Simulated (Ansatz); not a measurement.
## [AlH$_{2}$···H···GeH$_{3}$], doublet: the ladder up to UCCSDT(Q)

Geometry: a point of a hydrogen-transfer path between rigid fragments, not a stationary point.

```yaml
atoms:
  - { symbol: Al, position_ang: [-2.8546, 0.0000, 0.0000] }
  - { symbol: H, position_ang: [-3.6475, 1.3734, 0.0000] }
  - { symbol: H, position_ang: [-3.6475, -1.3734, 0.0000] }
  - { symbol: H, position_ang: [-0.9056, 0.0000, 0.0000] }
  - { symbol: Ge, position_ang: [1.1084, 0.0000, 0.0000] }
  - { symbol: H, position_ang: [1.5771, -1.4659, 0.0000] }
  - { symbol: H, position_ang: [1.5771, 0.7330, -1.2695] }
  - { symbol: H, position_ang: [1.5771, 0.7330, 1.2695] }
```

Basis cc-pVDZ; Ansatz 0.2.0. Only valence electrons are correlated (noble-gas cores and the filled d shells of p-block atoms frozen), which leaves 13 electrons in 56 orbitals. Prefix R: restricted or restricted open-shell reference; prefix U: unrestricted. Active spaces: pair = (3e, 3o) about the gap; frontier = (9e, 9o) about the gap. No spin–orbit coupling is included, and no scalar relativity.

Full CI isn't at hand for all of this; UCCSDT(Q) serves as the reference, and is uncertain by about the last step of the cluster series. The frozen core follows each run's orbitals, which can shift R against U totals by a few meV for light atoms and by up to 0.1 eV past Ca.

- UHF ⟨S²⟩: 0.789
- T1 diagnostic (RCCSD): 0.0193
- largest doubles amplitude (RCCSD): 0.045
- T1 diagnostic (UCCSD): 0.0154

```json
{"level": "UHF", "E − E(UCCSDT(Q)) (kcal/mol)": "146.00", "share of correlation (%)": "2.60", "wall time": "–"}
{"level": "UMP2", "E − E(UCCSDT(Q)) (kcal/mol)": "35.66", "share of correlation (%)": "76.21", "wall time": "–"}
{"level": "UCCSD", "E − E(UCCSDT(Q)) (kcal/mol)": "3.71", "share of correlation (%)": "97.52", "wall time": "–"}
{"level": "UCCSD(T)", "E − E(UCCSDT(Q)) (kcal/mol)": "0.89", "share of correlation (%)": "99.40", "wall time": "15 s"}
{"level": "UCCSDT", "E − E(UCCSDT(Q)) (kcal/mol)": "0.10", "share of correlation (%)": "99.93", "wall time": "–"}
```

The correlation energy at UCCSDT(Q), counted from RHF, is -6.500 eV. That run took 12 s on 2 threads of AMD EPYC 7R13 with a shared H100 80 GB, shared host.

Run but not shown, since their state or frozen core can't be matched to the reference's or they repeat it: RHF, RMP2, CISD, RCCSD, RCCSD(T), BCCD(T), RCCSDT, RCCSDT(Q), CASSCF (pair space), NEVPT2 (pair space), MRCISD (pair space), MRCISD+Q (pair space), CASSCF (frontier space), NEVPT2 (frontier space), MRCISD (frontier space), MRCISD+Q (frontier space).

Times hold each run's SCF and search for its determinant on a shared host, so for small cases they say little of a method's own cost; they ran on 1 thread of AMD EPYC 7R13.
